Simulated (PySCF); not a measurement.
**Adding hydrogen fluoride to K+, molecule by molecule**

Gas-phase clusters of one K+ with n hydrogen fluoride, each in one structure from a short search with a few starts, optimised by PBE0-D3(BJ)/def2-SVPD or PBE0-D3(BJ)/def2-TZVPD; other arrangements may lie lower. Binding energies from relaxed separate molecules, wB97M-D3(BJ)/def2-TZVPD, counterpoise-corrected, in kcal/mol (PySCF). Shieldings by GIAO PBE0/pcSseg-2.

Frequency runs check only 3 of the 4 structures; an imaginary mode is left, so that the point isn't a minimum, in n = 4 (20i cm⁻¹).

```json
{"n": "1", "binding energy": "-12.0", "gain of the last molecule": "-12.0", "shielding of K (ppm)": "1313.7"}
{"n": "2", "binding energy": "-22.9", "gain of the last molecule": "-10.9", "shielding of K (ppm)": "1303.4"}
{"n": "3", "binding energy": "-33.1", "gain of the last molecule": "-10.3", "shielding of K (ppm)": "1292.9"}
```

Question: What would the next cluster, with 4 hydrogen fluoride, show?

Answer: binding energy: -42.6; gain of the last molecule: -9.5; shielding of K (ppm): 1287.5.
